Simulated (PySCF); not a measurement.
Computed data sheet: `B[O]` (H2BO) [radical]

Species: H2BO (doublet state).
Atom-mapped SMILES: `[BH2:1][O:2]` (hydrogens: H3, H4 on B1)

**PBE0-D3(BJ)/def2-SVP geometry optimisation, gas phase (PySCF)**

```
Point group                  : C2v
Rotational constants A, B, C : 223.529, 35.608, 30.715 GHz
Dipole moment                : 1.34 D
```

**UKS B3LYP, IGLO-III on B O, pcH-1 on H, non-relativistic, mean-field spin-orbit, GIAO (PySCF)**

```
Isotropic g value                                                      : 2.00610
Principal g values                                                     : 2.00229, 2.00658, 2.00944
Spin squared ⟨S²⟩                                                      : 0.758
Largest Mulliken spin population                                       : 0.78 on O2
Largest isotropic hyperfine couplings (means over sets of like nuclei) : 1H +362.7 (H3/H4), 11B -77.5 (B1), 17O -40.6 (O2) MHz
```

Monoisotopic mass from the formula: 29.0199 u.

The rotational constants make it an asymmetric top with κ = (2B − A − C)/(A − C) = -0.95, nearer the prolate limit (−1). With B = h/(8π²I), that is 505.379 GHz u Å² over I, the principal moments of inertia are 2.26, 14.2 and 16.5 u Å² (most abundant isotopes). g_iso is shifted by about +3790 ppm from the free-electron value 2.002319; the principal values span 0.0071. A dipole of 1.34 D is allowed in C2v, and pure rotational transitions are dipole-allowed.

For the EPR job (B3LYP), time: 12 s wall, 6.4 s CPU. Hardware: one thread, x86-64 server (shared host).
